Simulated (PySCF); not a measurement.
Computed NMR parameters against published values

Mapped SMILES: `[CH3:1][CH2:2][CH2:3][O:4][CH3:5]` (H(Xn): hydrogen on atom n).

The experiment to reproduce: δ 13C C3 74.5; C2 23.2; C1 10.5 ppm (measured; solution, not stated per compound (mostly CDCl3 or CCl4); Pretsch, Buehlmann, Badertscher, Structure Determination of Organic Compounds, 4th ed. (2009)).

Method: B3LYP/pcSseg-2 with gauge-including orbitals, geometry: PBE0-D3(BJ)/def2-SVP, in PySCF 2.14 (non-relativistic Hamiltonian, gas phase, averaged over atoms made equivalent by symmetry, fast rotation or ring inversion, a single conformation).

Question: How close does the calculation come?

Answer: 
Reference values: measured (solution, not stated per compound (mostly CDCl3 or CCl4); Pretsch, Buehlmann, Badertscher, Structure Determination of Organic Compounds, 4th ed. (2009)).
```
atoms  quantity  reference  computed  computed, scaled
   C3     δ 13C       74.5      82.1              76.5
   C2     δ 13C       23.2      29.4              26.2
   C1     δ 13C       10.5      12.1               9.7
```

Computed shifts are σ(ref) − σ with the named reference compound (TMS for H and C) calculated as an isolated molecule at the same level. The measured values may be among those fitted. Expected solution values come from regression of measured δ (H and C: mostly CDCl3, vs TMS) on computed σ: 13C (scatter 2.4 ppm rms). A few per cent of atoms miss by over 2 rms, more outside the fitted compound classes.

Question: How far are the unscaled 13C shifts from the references?

Answer: Mean signed difference +5.13 ppm, mean absolute 5.13 ppm over 3 comparisons; the largest is +7.6 ppm at C3 (sp3 CH2 bonded to O).

3 of the 7 published NMR values on file for this molecule are compared.
